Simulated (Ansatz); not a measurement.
Geometry optimisation, UKS PBE0/6-31G* in Ansatz.

input.yaml

```yaml
crystal:
  periodic: [false, false, false]
  atoms:
    - { symbol: C, position_ang: [-0.5169, -1.5854, 0.1764] }
    - { symbol: C, position_ang: [-0.0076, -0.2073, 0.0239] }
    - { symbol: "N", position_ang: [1.1261, 0.331, 0.1378] }
    - { symbol: C, position_ang: [0.657, 1.6183, -0.2249] }
    - { symbol: F, position_ang: [0.54, 2.4764, 0.7799] }
    - { symbol: O, position_ang: [-0.634, 0.8956, -0.3957] }
    - { symbol: H, position_ang: [0.0951, -2.1396, 0.8252] }
    - { symbol: H, position_ang: [-0.5834, -2.0008, -0.8232] }
    - { symbol: H, position_ang: [-1.5629, -1.4607, 0.639] }
    - { symbol: H, position_ang: [0.9697, 2.0214, -1.1356] }
magnetization:
  spin_polarized: true
basis:
  gaussian: { orbitals: "6-31G*" }
hamiltonian:
  xc: pbe0
relax:
  f_tol: 0.02
  max_steps: 50
```

Command:

```bash
$ ansatz run input.yaml --threads 2 --pin off --max-ram 3072MiB --backend cpu --events-out ev --progress --plain --runs-dir out
```

Task: Where does it end, and by what steps?

Result: The run converged. After 8 steps the energy has fallen by 0.916 eV; N3 moved furthest, 0.27 Å.

| step | energy less start (eV) | largest force component (eV/Å) | accepted |
| --- | --- | --- | --- |
| 0 | 0.0000 | 6.257 | yes |
| 1 | -0.8364 | 1.188 | yes |
| 2 | -0.8970 | 0.331 | yes |
| 3 | -0.9064 | 0.306 | yes |
| 4 | -0.9103 | 0.254 | yes |
| 5 | -0.9140 | 0.059 | yes |
| 6 | -0.9154 | 0.046 | yes |
| 7 | -0.9158 | 0.047 | yes |
| 8 | -0.9159 | 0.017 | yes |

```xyz
10
Properties=species:S:1:pos:R:3
C -0.531 -1.530 0.152
C 0.025 -0.166 0.086
N 1.163 0.348 0.401
C 0.604 1.552 -0.188
F 0.470 2.603 0.626
O -0.672 0.892 -0.435
H 0.191 -2.199 0.623
H -0.762 -1.889 -0.857
H -1.464 -1.527 0.725
H 1.059 1.864 -1.131
```

Time of the run: 33 s on 2 threads of Intel(R) Xeon(R) Platinum 8223CL CPU @ 3.00GHz (Skylake/Cascade Lake) (shared host), peak memory 0.29 GiB.
